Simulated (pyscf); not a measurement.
Single points on ωB97X-D3(BJ)/def2-SVP structures (PySCF, gas phase).

Task: How much does it cost (ΔH, 298 K, ωB97M-D3(BJ)/def2-TZVP) to split F–W(F)(Cl)(=Se)–SeH at its Cl–W bond into [F–W(F)(=Se)–SeH]• + Cl•?

Result: Cl–W to [F–W(F)(=Se)–SeH]• + Cl•: 3.27 eV. The 7 functionals that were run give +3.21 (M06-2X) to +3.65 eV (r²SCAN). The radicals are drawn with the spin at the cut bond; how far it spreads was not checked. Other isomers of [F–W(F)(=Se)–SeH]• were not searched in full and may lie lower. Left out: the spin-orbit lowering of Cl. Open-shell species with a d-block atom are single-reference here; other states, and whether the spin sits on metal or ligand, were not checked. Elements up to Kr have no core potential and no relativistic terms here. Elements past Kr carry the def2 core potentials, without spin-orbit coupling.
